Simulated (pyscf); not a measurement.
PySCF, gas phase, ωB97X-D3(BJ)/def2-SVP geometries. Correlated levels are frozen-core, on RHF or UHF. ΔMP2 is the change of the MP2 total energy from the triple- to the quadruple-zeta basis.

Task: How much does it cost (ΔH, 298 K, CCSD(T)/def2-TZVPP + ΔMP2(QZVPP)) to split `[OH][SiH2][O][SiH3]` at its O–Si bond into •O–SiH₂–OH + SiH₃•?

Result: O–Si to •O–SiH₂–OH + SiH₃•: 128.7 kcal/mol. •O–SiH₂–OH lies 22.4 kcal/mol over its isomer HO–SiH•–OH, and others may lie lower still (electronic energy, ωB97M-D3(BJ)). The CCSD(T) − MP2 part came from Ansatz, without density fitting, on the same reference.
